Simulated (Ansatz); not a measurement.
Consider the formal loss of a carbene: `C/C(F)=C\O` → `[CH2]` (triplet) + `O/C=C\F`.

Calculated with Ansatz (gas phase, PBE0-D4/def2-TZVP geometries, no zero-point term in ΔE). CBS: MP2 limit from def2 TZ/QZ plus the TZ coupled-cluster correction, frozen cores. This one scheme is used for every species. Double bonds are as drawn, so ΔE can hold a change between cis and trans. DFT in def2-TZVPP. B3LYP here is the variant with VWN-RPA as its local correlation; programs differ in this. Triplets are unrestricted, without spin–orbit coupling. Each species was taken in one conformer, which may not be the lowest.

| level | ΔE (eV) |
| --- | --- |
| B3LYP-D4 | 4.51 |
| ωB97X-V | 4.70 |
| B2PLYP | 4.48 |
| HF/def2-TZVPP | 3.04 |
| MP2/def2-TZVPP | 4.60 |
| MP2/def2-QZVPP | 4.66 |
| HF/CBS(def2) | 3.03 |
| CCSD/CBS(def2) | 4.45 |

Task: What does CCSD(T)/CBS give? (An estimate is asked.)

Result: Computed: +4.57 eV. The listed levels differ from it by -0.06, 0.13, -0.09, -1.53, 0.03, 0.09, -1.54, -0.12 eV.

Largest T1 diagnostic among the species: 0.013.

From PBE to PBE0 (25 % exact exchange), in def2-TZVPP and without D4, ΔE moves by −0.08 eV. In def2-TZVPP, CCSD(T) changes the Hartree–Fock value by +1.42 eV (the triples alone add +0.12 eV) and MP2 by +1.56 eV. The D4 term adds +0.09 eV with B3LYP and +0.05 eV with PBE0; it sums over pairs of atoms, weighted by their polarisabilities, and B3LYP, whose exchange is more repulsive, gets the larger term.
